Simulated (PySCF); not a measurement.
NaCl, SMILES [Na][Cl]. Heavy atoms are numbered as in [Na:1][Cl:2].

Coordinates come from a B3LYP-D3(BJ)/def2-TZVPD optimisation.

The numbers are results of PBE0/pcSseg-2 (PySCF), not measurements.

GIAO shieldings, no solvent; atoms alike by connectivity are averaged. δ = σ(ref) − σ: ³⁵Cl against HCl (σ = 943.3 ppm), references at their B3LYP-D3(BJ)/def2-TZVP geometries, non-relativistic (without spin–orbit terms, shifts of atoms bonded to Cl or Br come out too high).

```csv
nucleus,atoms,count,δ (ppm)
³⁵Cl,Cl2,1,-172.3
```
